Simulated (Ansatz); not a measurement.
**YCo2: computed properties**

These are results of DFT PBEsol, scalar-relativistic, plane waves, PAW in Ansatz, not measurements.

Cutoff 420 eV; k points 8×8×8 on the computed 6-atom cell (Γ-centred); Gaussian smearing, width 0.10 eV; collinear spin from starting moments -0.16 -0.16 1.14 1.14 1.14 1.14 μB.

The structure is relaxed at this level of theory with its symmetry kept. Whether it is the stable form of this composition wasn't checked.

Symmetry: Fd-3m, No. 227, cubic system. Conventional cell: a = 7.052 Å, b = 7.052 Å, c = 7.052 Å, α = 90.00°, β = 90.00°, γ = 90.00°. Around Y (site symmetry -43m) lie 12 Co at 2.92 Å and 4 Y at 3.05 Å. Co (site symmetry -3m) is surrounded by 6 Co at 2.49 Å.

- Volume per atom: 14.61 Å³
- Formation energy from the elements' standard states (uncorrected): -0.193 eV/atom
- Kohn–Sham band gap: none (metal)
- Density of states at the Fermi level: 6.25 states/eV per cell
- Löwdin character within 0.5 eV of the Fermi level: Co 3d 81 %, Y 4d 11 %
- Bader charges (e): Y (2 in the cell) 1.33, Co (4 in the cell) -0.66
- Total moment: 3.43 μB per cell
- Site moments (μB; atoms counted from 1 over the whole cell): Y (atom 1) -0.15, Y (atom 2) -0.15, Co (atom 3) 1.04, Co (atom 4) 1.04, Co (atom 5) 1.04, Co (atom 6) 1.04

Only this magnetic start was tried.

Cost: 6 runs of about 15 core-minutes in all, on Arm Neoverse V1 (shared hosts).